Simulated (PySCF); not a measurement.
Compound: P3H5.
Atom-mapped SMILES: `[PH2:1][PH:2][PH2:3]` (hydrogens: H4, H5 on P1; H6 on P2; H7, H8 on P3)

Cartesian coordinates in Å at the PBE0-D3(BJ)/def2-SVP level; atoms count from 1:
```
atom  x, y, z in Å
P1     1.6980   -0.1763   -0.1757
P2    -0.0123   -0.5005    1.2455
P3    -1.6075   -0.3563   -0.3290
H4     1.6268    1.2483   -0.0618
H5     2.6824   -0.2633    0.8589
H6     0.0700   -1.9250    1.1209
H7    -1.7179    1.0646   -0.2016
H8    -2.6665   -0.5764    0.6074
```

Level of theory: TDDFT CAM-B3LYP/def2-SVPD, vertical, gas phase, core orbitals frozen in the response in PySCF.

Transition dipole moments from the ground state, in atomic units and in the frame of the coordinates above (overall signs are arbitrary), for the states with f of 0.002 or more among the lowest 6:

```
state  E (eV)      μx      μy      μz
   S1   5.241  -0.025  -0.138   0.640
   S2   5.367   1.045   0.055   0.051
   S3   5.599   0.023   0.052  -0.424
   S4   5.724  -0.006  -0.225   0.224
   S5   6.466   0.662   0.037   0.032
   S6   6.618  -0.422  -0.025  -0.017
```

Task: Work out the oscillator strengths.

Result: f = (2/3) ΔE |μ|² with ΔE in hartree (27.2114 eV).

```
state  |μ|² (au)  |μ| (D)      f
   S1      0.429     1.66  0.055
   S2      1.098     2.66  0.144
   S3      0.183     1.09  0.025
   S4      0.101     0.81  0.014
   S5      0.441     1.69  0.070
   S6      0.179     1.08  0.029
```

Task: What is the point group, and which symmetry does each of these states have?

Result: Cs. From a totally symmetric ground state, an allowed state transforms like the component of the dipole operator along its μ. Polarised normal to the mirror plane, so A″: S2, S5 and S6. Polarised in the mirror plane, so A′: S1, S3 and S4.

Task: What angle do the transition dipoles of S4 and S5 make?

Result: |cos θ| = |μa·μb| / (|μa| |μb|) = 0.02, so θ ≈ 89° (taken between 0 and 90°, since the signs are arbitrary).

Task: How is the summed strength of these states shared among x, y and z?

Result: (2/3) Σ ΔE μα² gives 0.242 for x, 0.011 for y and 0.085 for z, 0.338 in all.

Task: What peak molar absorption coefficient would the strongest computed level give as a lone Gaussian band 0.5 eV wide at half height?

Result: ε(max) = 2.175×10⁸ f / FWHM, with the width in cm⁻¹. S2: 2.175×10⁸ × 0.1444 / 4033 ≈ 7800 L mol⁻¹ cm⁻¹.

One conformer stands for the species.

Without π bonds the low states may be Rydberg-like; a valence basis with one diffuse set may place them up to an eV too high.
